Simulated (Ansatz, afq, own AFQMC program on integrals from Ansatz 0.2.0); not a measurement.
## Where AFQMC and coupled cluster stand for NH2Cl, triplet

```json
{"atom": "Cl", "x (Å)": "-1.8735", "y (Å)": "0.2511", "z (Å)": "0.0000"}
{"atom": "H", "x (Å)": "-0.5947", "y (Å)": "0.2511", "z (Å)": "0.0000"}
{"atom": "N", "x (Å)": "1.0995", "y (Å)": "0.2511", "z (Å)": "0.0000"}
{"atom": "H", "x (Å)": "1.3686", "y (Å)": "-0.7532", "z (Å)": "0.0000"}
```

Connectivity, by distances: ClH ··· NH.

Basis cc-pVTZ. Only valence electrons are correlated. Ansatz 0.2.0 and our own AFQMC program on the same integrals; the CISD trial comes from CCSD amplitudes, and released means the phaseless constraint is let go. Error bars are statistical, one sigma.

Determinant: UHF, the one that the program's search chose, which needn't be the lowest solution. The geometry is a point of a scan.

No full CI on the walks' own integrals is used here. The released AFQMC energy serves as the reference, which it does only where one determinant dominates, the energy is flat over the last release times and near the phaseless one (40 meV or 2 meV an electron, half that with transition metals). On small molecules, where full CI could be run and the noise was under 10 meV, such values lay within 10 meV of it in 19 cases of 20, a flattering rate, since the rule was set on those same cases; what remains of the bias isn't in the error bar.

Cautions: lower spins were not checked; the ph-AFQMC/HF walk drifts between its halves (2.0 errors); the released value is read at 2.40 1/Eh (meV from the phaseless value at times in 1/Eh: -7 ± 5 at 0.24, -9 ± 4 at 0.51, -8 ± 6 at 0.99, -11 ± 9 at 1.62, -8 ± 7 at 2.40).

The T1 diagnostic is 0.0097. The weight of the determinant in the CISD state is 0.876. The ⟨S²⟩ of the determinant is 2.017 and the size of the correlated space is 14 electrons in 86 orbitals.

```tsv
level	correlation energy (eV)
MP2	-9.4282
CCSD	-10.4521
CCSD(T)	-10.7917
```

Q: Estimate where AFQMC with the constraint released lies against CCSD(T) on the same integrals.

A: 1.55 ± 0.27 mEh below CCSD(T).

Reference: AFQMC with the constraint released, correlation energy -10.834 ± 0.007 eV.

```tsv
level	E − E(reference) (mEh)	share of correlation (%)
CCSD(T)	1.55 ± 0.27	99.61
ph-AFQMC/HF	1.31 ± 1.11	99.67
ph-AFQMC/CISD	0.30 ± 0.34	99.92
```

A walk keeps the symmetry of its determinant, which the program's search chose and which needn't be the lowest solution, so a lower state of the same spin and another symmetry isn't excluded. Released energies are given only where the last usable release times agree within the noise; a slower fall can still hide under it.
